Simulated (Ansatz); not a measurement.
# CH2NO radical (SMILES [N]=CO): one structure at several levels

The atoms stand at a structure displaced at random from a GFN2-xTB minimum. How far do the functionals agree with CCSD(T) there?

The runs use Ansatz 0.2.0, Gaussian basis; single points in def2-TZVPP.

Correlated methods freeze the cores. Orbitals are unrestricted.

### 1 The system as given

SMILES `[N]=CO`, 5 atoms, charge 0, spin multiplicity 2.

Atoms are counted from 1 here; the program's logs count them from 0.

Bond lengths: N1–C2 1.170 Å, C2–O3 1.438 Å, C2–H4 1.137 Å, O3–H5 0.961 Å. Angles: N1–C2–O3 132.5°, N1–C2–H4 126.3°, O3–C2–H4 100.9°, C2–O3–H5 109.8°.

Geometry (Å):

```xyz
5
charge 0, multiplicity 2
N    -0.8083   -0.3403    1.1335
C    -0.3672   -0.2691    0.0518
O     0.6610    0.5538   -0.5255
H    -0.6050   -0.9603   -0.8197
H     0.9911    1.1725    0.1321
```

### 2 CCSD(T)/def2-TZVPP

run/in.yaml

```yaml
crystal:
  periodic: [false, false, false]
  atoms:
    - {symbol: N, position_ang: [-0.808300, -0.340300, 1.133500]}
    - {symbol: C, position_ang: [-0.367200, -0.269100, 0.051800]}
    - {symbol: O, position_ang: [0.661000, 0.553800, -0.525500]}
    - {symbol: H, position_ang: [-0.605000, -0.960300, -0.819700]}
    - {symbol: H, position_ang: [0.991100, 1.172500, 0.132100]}
basis:
  gaussian: {orbitals: def2-TZVPP}
magnetization: {spin_polarized: true, initial_magnetization: 1}
correlation: {method: ccsd_t}
scf: {omitted_lower_state_checks: [cluster_reference]}
output: {forces: true}
```

No record of the launch command was kept for these runs.

### 3 PBE0-D4/def2-TZVPP

Changes to run/in.yaml since step 2:

```diff
@@ -11,4 +11,3 @@
 magnetization: {spin_polarized: true, initial_magnetization: 1}
-correlation: {method: ccsd_t}
-scf: {omitted_lower_state_checks: [cluster_reference]}
-output: {forces: true}
+hamiltonian: {xc: pbe0, dispersion: d4}
+output: {forces: true, orbitals: {seedname: orbitals}}
```

### 4 wB97M-V/def2-TZVPP

Changes to run/in.yaml since step 3:

```diff
@@ -11,3 +11,3 @@
 magnetization: {spin_polarized: true, initial_magnetization: 1}
-hamiltonian: {xc: pbe0, dispersion: d4}
-output: {forces: true, orbitals: {seedname: orbitals}}
+hamiltonian: {xc: {name: wB97M-V}}
+output: {forces: true}
```

### 5 r2SCAN-D4/def2-TZVPP

Changes to run/in.yaml since step 4:

```diff
@@ -11,3 +11,3 @@
 magnetization: {spin_polarized: true, initial_magnetization: 1}
-hamiltonian: {xc: {name: wB97M-V}}
+hamiltonian: {xc: r2scan, dispersion: d4}
 output: {forces: true}
```

### 6 PBE-D4/def2-TZVPP

Changes to run/in.yaml since step 5:

```diff
@@ -11,3 +11,3 @@
 magnetization: {spin_polarized: true, initial_magnetization: 1}
-hamiltonian: {xc: r2scan, dispersion: d4}
+hamiltonian: {xc: pbe, dispersion: d4}
 output: {forces: true}
```

### 7 revPBE-D4/def2-TZVPP

Changes to run/in.yaml since step 6:

```diff
@@ -11,3 +11,3 @@
 magnetization: {spin_polarized: true, initial_magnetization: 1}
-hamiltonian: {xc: pbe, dispersion: d4}
+hamiltonian: {xc: {name: revPBE}, dispersion: d4}
 output: {forces: true}
```

### 8 CAM-B3LYP-D4/def2-TZVPP

Changes to run/in.yaml since step 7:

```diff
@@ -11,3 +11,3 @@
 magnetization: {spin_polarized: true, initial_magnetization: 1}
-hamiltonian: {xc: {name: revPBE}, dispersion: d4}
+hamiltonian: {xc: {name: CAM-B3LYP}, dispersion: d4}
 output: {forces: true}
```

(Steps that only read results are left out.)

**Question.** What will these runs give? Wanted: energy less free atoms, CCSD(T)/def2-TZVPP; RMS force component; RMS force error; HOMO and LUMO, PBE0-D4; T1 diagnostic.

**Answer**, as computed:

| quantity | value |
| --- | --- |
| energy less free atoms, CCSD(T)/def2-TZVPP | -1766.9 kJ/mol |
| RMS force component | 2.687 to 3.078 eV/Å over the methods |
| RMS force error | PBE0-D4 0.329, wB97M-V 0.372, r2SCAN-D4 0.271, PBE-D4 0.332, revPBE-D4 0.298, CAM-B3LYP-D4 0.457 eV/Å |
| HOMO and LUMO, PBE0-D4 | -8.59 and -3.58 eV |
| T1 diagnostic | 0.022 |

In words: Against CCSD(T) the functionals' energies less atoms differ by -184.0 to -89.2 kJ/mol, PBE-D4 by -184.0 kJ/mol. CCSD(T) in triple zeta still lacks some correlation energy of the bonds, so part of these gaps is its own basis error and they don't rank the functionals. For forces r2SCAN-D4 does best and CAM-B3LYP-D4 worst. Frozen-core CCSD(T) forces in triple zeta carry basis errors of their own, and this is one geometry, so small gaps rank nothing.
